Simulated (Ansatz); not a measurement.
# C₄H₃ClO: basis-set convergence

An exercise on one series of results from a longer session: the logs are not shown, and one member is left open.

Program: Ansatz 0.2.0, Gaussian basis. Level of theory: one geometry, several basis sets. These are calculated values, not measurements.

Levels to be run: PBE0-D4/def2-SVP; ωB97M-V/def2-SVP; PBE0-D4/def2-QZVPP; ωB97M-V/def2-QZVPP; the functionals' def2-TZVPP values are taken from earlier runs.

### Structure used throughout

All runs share one geometry, relaxed beforehand with PBE0-D4 in a triple-zeta def2 set.

SMILES `Clc1ccco1`, 9 atoms, charge 0, spin multiplicity 1.

Atoms are counted from 1 here; the program's logs count them from 0.

Bond lengths: Cl1–C2 1.691 Å, C2–C3 1.353 Å, C2–O6 1.344 Å, C3–C4 1.427 Å, C3–H7 1.077 Å, C4–C5 1.352 Å, C4–H8 1.078 Å, C5–O6 1.358 Å, C5–H9 1.077 Å. Angles: Cl1–C2–C3 131.8°, Cl1–C2–O6 116.6°, C3–C2–O6 111.6°, C2–C3–C4 105.2°, C2–C3–H7 126.4°, C4–C3–H7 128.4°, C3–C4–C5 106.4°, C3–C4–H8 127.2°, C5–C4–H8 126.4°, C4–C5–O6 110.4°, C4–C5–H9 133.9°, O6–C5–H9 115.7°, C2–O6–C5 106.4°.

Set-up of the first run:

in.yaml reads:

```yaml
crystal:
  periodic: [false, false, false]
  atoms:
    - {symbol: Cl, position_ang: [0.886334, 1.044184, -2.489290]}
    - {symbol: C, position_ang: [0.353157, 0.434676, -1.005242]}
    - {symbol: C, position_ang: [0.647097, -0.707192, -0.340649]}
    - {symbol: C, position_ang: [-0.121898, -0.649330, 0.860048]}
    - {symbol: C, position_ang: [-0.809284, 0.513869, 0.817978]}
    - {symbol: O, position_ang: [-0.525652, 1.190300, -0.324501]}
    - {symbol: H, position_ang: [1.321001, -1.481161, -0.667152]}
    - {symbol: H, position_ang: [-0.153872, -1.383456, 1.649004]}
    - {symbol: H, position_ang: [-1.508382, 0.991911, 1.482703]}
basis:
  gaussian: {orbitals: def2-SVP}
hamiltonian: {xc: pbe0, dispersion: d4}
output: {orbitals: {seedname: orbitals}}
```

Command:

```bash
ansatz run in.yaml --threads 4 --pin off --events-out ev --progress --plain --max-ram 10444MiB
```

Among the steps run: PBE0-D4 in def2-SVP; ωB97M-V in def2-SVP; PBE0-D4 in def2-QZVPP; ωB97M-V in def2-QZVPP.

One table of the session follows, with a row left open; its other results are not shown here.

It belongs to the step «Functionals by basis». 

| functional | basis | HOMO (eV) | LUMO (eV) |
| --- | --- | --- | --- |
| PBE0-D4 | def2-SVP | -6.59 | 0.20 |
| PBE0-D4 | def2-TZVPP | -6.62 | -0.01 |
| PBE0-D4 | def2-QZVPP | ? | ? |
| ωB97M-V | def2-SVP | -8.69 | 2.45 |
| ωB97M-V | def2-TZVPP | -8.73 | 2.14 |
| ωB97M-V | def2-QZVPP | -8.76 | 1.99 |

Estimate the missing values for PBE0-D4, def2-QZVPP.

The run gave: HOMO (eV): -6.65; LUMO (eV): -0.09. In the column «HOMO (eV)» it lies between ωB97M-V, def2-SVP (-8.69) and PBE0-D4, def2-TZVPP (-6.62).
